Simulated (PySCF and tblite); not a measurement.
Values are calculated unless marked as measured or tabulated.
Conformers and averaged properties: n-BuOMe, C₅H₁₂O, numbered as in [CH3:1][CH2:2][CH2:3][CH2:4][O:5][CH3:6]

Conformers came from 150 starts (ETKDG, MMFF94s, GFN2-xTB); geometries are GFN2-xTB. Energies: PBE0-D3(BJ)/pcSseg-1, with GFN2-xTB thermal terms (modes under about 100 cm⁻¹ blended into free rotors). Symmetry numbers and mirror images are counted. Conformers within 3 kcal/mol (GFN2-xTB free energy) were kept, 10 at most. GIAO shieldings: PBE0/pcSseg-1. Couplings: B3LYP/6-31G* with pcJ-1 on H (gas phase; spin-dipole term only for pairs with B, N, F, Si or P). Couplings are for ¹H; a prime marks the second kind of pair between the same two sets of atoms. H–H couplings come out 0.1 to 0.9 Hz lower than with pcJ-1 on all atoms. Shifts are against TMS (¹H), TMS (¹³C) at the same level. Codes: tblite and PySCF.

Torsions listed: C1–C2–C3–C4, C2–C3–C4–O5, C3–C4–O5–C6. Of a mirror pair one member is shown.

```csv
conformer,shape,symmetry,E(GFN2) kcal/mol,E(DFT) kcal/mol,G(298.15 K) kcal/mol,weight %,dipole D
1,"178°, -66°, 178°",C1 (pair),0.08,0.00,0.00,43.7,1.21
2,"-73°, -65°, 179°",C1 (pair),0.72,0.44,0.49,19.0,1.14
3,"180°, 180°, 180°",Cs,0.15,0.57,0.85,10.4,1.23
4,"-178°, 59°, 72°",C1 (pair),0.00,0.85,1.07,7.2,1.25
5,"-67°, -174°, -179°",C1 (pair),0.63,1.15,1.11,6.7,1.21
6,"-72°, 77°, 179°",C1 (pair),0.92,1.05,1.14,6.4,1.31
7,"-73°, -56°, -72°",C1 (pair),0.53,1.27,1.60,2.9,1.29
8,"179°, 172°, 72°",C1 (pair),0.09,1.64,1.70,2.5,1.39
9,"70°, -176°, -72°",C1 (pair),0.63,2.32,2.44,0.7,1.41
10,"-66°, -165°, -71°",C1 (pair),0.49,2.37,2.65,0.5,1.40
```

Weights (%) against temperature:

```json
{"T (K)": "150", "1": "72.5", "2": "14.7", "3": "6.6", "4": "2.3", "5": "1.5", "6": "1.7", "7": "0.4", "8": "0.2", "9": "0.0", "10": "0.0", "S(mix) cal/mol/K": "3.18"}
{"T (K)": "200", "1": "59.8", "2": "17.9", "3": "8.7", "4": "4.4", "5": "3.4", "6": "3.6", "7": "1.2", "8": "0.8", "9": "0.1", "10": "0.1", "S(mix) cal/mol/K": "3.85"}
{"T (K)": "250", "1": "50.4", "2": "19.0", "3": "9.9", "4": "6.0", "5": "5.2", "6": "5.2", "7": "2.1", "8": "1.6", "9": "0.4", "10": "0.2", "S(mix) cal/mol/K": "4.32"}
{"T (K)": "298.15", "1": "43.7", "2": "19.0", "3": "10.4", "4": "7.2", "5": "6.7", "6": "6.4", "7": "2.9", "8": "2.5", "9": "0.7", "10": "0.5", "S(mix) cal/mol/K": "4.64"}
{"T (K)": "400", "1": "34.5", "2": "18.2", "3": "10.6", "4": "8.6", "5": "8.8", "6": "8.0", "7": "4.2", "8": "4.2", "9": "1.6", "10": "1.2", "S(mix) cal/mol/K": "5.07"}
```

Averaged shifts at 298.15 K. ¹H: 3.50 (H6, 3H), 3.43 (H4, 2H), 1.48 (H3, 2H), 1.43 (H2, 2H), 1.00 (H1, 3H) ppm. ¹³C: 76.6 (C4), 61.0 (C6), 36.1 (C3), 23.8 (C2), 16.3 (C1) ppm.

Averaged couplings (Hz): ²J(H1,H1) -13.6, ³J(H1,H2) 7.5, ²J(H2,H2) -13.4, ³J(H2,H3) 5.9, ³J(H2,H3′) 8.8, ²J(H3,H3) -13.7, ³J(H3,H4) 7.0, ³J(H3,H4′) 4.3, ²J(H4,H4) -9.2, ²J(H6,H6) -10.8.

Coordinates of conformer 1 (Å):

```xyz
18

C     2.716   -0.588   -0.232
C     1.284   -0.540    0.283
C     0.580    0.753   -0.122
C    -0.868    0.785    0.353
O    -1.598   -0.216   -0.321
C    -2.937   -0.285    0.083
H     2.734   -0.520   -1.317
H     3.197   -1.518    0.061
H     3.296    0.240    0.172
H     1.285   -0.624    1.372
H     0.718   -1.382   -0.118
H     1.106    1.613    0.298
H     0.587    0.842   -1.210
H    -1.313    1.773    0.148
H    -0.915    0.614    1.441
H    -3.464    0.658   -0.114
H    -3.021   -0.513    1.154
H    -3.398   -1.085   -0.494
```

Coordinates of conformer 2 (Å):

```xyz
18

C     2.118    0.933   -0.198
C     1.465   -0.018    0.797
C     0.632   -1.111    0.125
C    -0.679   -0.588   -0.452
O    -1.502   -0.144    0.606
C    -2.722    0.385    0.167
H     2.728    1.666    0.326
H     1.371    1.470   -0.777
H     2.757    0.385   -0.888
H     0.817    0.541    1.474
H     2.245   -0.493    1.395
H     1.206   -1.577   -0.677
H     0.387   -1.876    0.863
H    -1.190   -1.390   -1.009
H    -0.495    0.239   -1.154
H    -3.312   -0.365   -0.376
H    -2.569    1.250   -0.492
H    -3.266    0.699    1.056
```

Shifts are unscaled: against experiment ¹³C can be off by 15 ppm or more and ¹H by 0.8 ppm. For its torsions the set is small; conformers may be missing.

Search and properties took 5.8 min on 1 thread of Intel Xeon 6975P-C, on a host shared with other jobs (rough), launched as `OMP_NUM_THREADS=1 python ens_run.py task.json out`.
